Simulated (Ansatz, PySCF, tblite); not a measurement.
Dissociation curve of SMILES C[SiH3] (CH₆Si). The C1–H8 bond (C1 also carries H, H, Si; H8 carries nothing else) is varied alone, starting from the PBE0/def2-TZVP optimised geometry.

Methods: UCCSD(T) = CCSD(T) on UHF/cc-pVTZ, frozen core (Ansatz, an electronic-structure program); UKS-BP86/6-31G* = unrestricted BP86/6-31G*, spherical d run with PySCF; GFN2-xTB, 300 K electronic temperature (tblite); UCCSD = CCSD on UHF/cc-pVTZ, frozen core in Ansatz; UKS-PBE = unrestricted PBE/cc-pVTZ (Ansatz).

Energies are in kcal/mol, each relative to the lowest point of its own curve near equilibrium.

```csv
R / Å,UCCSD(T),UKS-BP86/6-31G*,GFN2-xTB,UCCSD,UKS-PBE
0.83,45.5,49.4,44.9,45.2,46.4
0.86,33.3,36.6,32.3,33.0,34.2
0.92,16.0,18.1,14.9,15.8,16.7
0.98,6.0,7.2,5.3,5.8,6.5
1.03,1.6,2.3,1.3,1.6,2.0
1.04,1.1,1.7,0.9,1.1,1.4
1.09,0.0,0.1,0.0,0.0,0.0
1.10,0.0,0.0,0.1,0.0,0.0
1.17,2.0,1.4,2.2,2.1,1.6
1.18,2.5,1.8,2.7,2.6,2.1
1.26,7.9,6.7,7.9,8.1,7.1
1.34,15.1,13.3,14.5,15.4,13.9
1.47,28.4,26.0,26.7,29.0,26.7
1.64,46.3,43.4,43.4,47.4,44.3
1.83,65.1,61.8,61.1,66.9,62.7
1.95,75.6,72.4,71.2,77.9,73.2
2.18,92.2,90.0,87.9,94.7,90.6
2.41,103.9,102.2,101.2,105.0,101.8
2.65,110.3,108.9,111.7,110.2,107.6
2.96,113.4,113.0,120.9,112.7,110.8
3.29,114.4,114.9,126.8,113.6,112.1
3.76,114.9,115.9,130.4,113.9,112.8
```

At the longest distance, 3.76 Å, GFN2-xTB lies highest above its minimum (130.4 kcal/mol) and UKS-PBE lowest (112.8 kcal/mol).

The unrestricted determinant behind UCCSD(T), UCCSD is spin-contaminated at 1.83 to 3.76 Å (<S²> up to 1.0, against 0.00 for a pure singlet). The unrestricted determinant behind UKS-BP86/6-31G*, UKS-PBE is spin-contaminated at 2.41 to 3.76 Å (<S²> up to 1.0, against 0.00 for a pure singlet).
